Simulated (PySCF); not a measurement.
# Solvent effects on NMR parameters

Bonds (- single, = double, # triple, : aromatic): F1-C2 1.316 Å, C2-F3 1.316 Å, C2-F4 1.316 Å, C2-F5 1.316 Å.

GIAO PBE0/pcSseg-1 in PySCF on one PBE0-D3(BJ)/def2-SVP conformer, non-relativistic, equivalent nuclei averaged. Solvents enter as an IEF-PCM continuum (benzene with ε = 2.3, chloroform with ε = 4.7, dichloromethane with ε = 8.9) around the gas-phase geometry. Shifts are referred to CFCl3, TMS computed in the same medium.

Gas phase, δ in ppm: F1/F3/F4/F5 -72.5, C2 127.3. Dipole moment 0.00 D.

(1) How does each δ change in the continuum?

(2) Which nuclei move most (in ppm), and what does the model miss?

Answers

(1) 
```
      atoms      environment  Δδ, benzene  Δδ, chloroform  Δδ, dichloromethane
F1/F3/F4/F5  fluorine of CF4         +1.2            +1.9                 +2.3
         C2       CF4 carbon         +0.4            +0.7                 +0.9
```

Changes are relative to the gas phase.

(2) F1/F3/F4/F5 (fluorine of CF4, +2.3 ppm) in dichloromethane. A continuum only polarises the solute; specific hydrogen bonds, the anisotropy of aromatic solvents and changes of geometry or conformer are outside it.
